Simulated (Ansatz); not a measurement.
Rock-salt TiC, treated with revPBE (PAW; Ansatz, a first-principles code).

Numerical settings: plane-wave cutoff 520 eV, 22×22×22 k mesh, Fermi–Dirac smearing 0.05 eV, no spin polarisation, scalar-relativistic PAW data made under PBE.

Cell (relaxed at this level):

Space group Fm-3m (No. 225); a = b = c = 4.3522 Å, α = β = γ = 90.00°

```tsv
atom	site	symmetry	x	y	z
Ti	4a	m-3m	0.0000	0.0000	0.0000
C	4b	m-3m	0.5000	0.5000	0.5000
```
(The calculation used a cell of 2 atoms; values per cell refer to that cell.)

### Question
Give the computed bulk modulus and pressure derivative B′ of the bulk modulus.

### Answer

* **bulk modulus**: 241 GPa
* **pressure derivative B′ of the bulk modulus**: 4.0

The run finds no gap.

Measured, for comparison: bulk modulus 240 GPa (temperature not stated, no zero-point or thermal correction, our sources range from 235 to 268; as tabulated in Krasnenko and Brik (2013), arXiv:1306.3139). Computed (rounded) less measured: bulk modulus not scored (sources differ).

Static lattice: no zero-point or thermal effects.
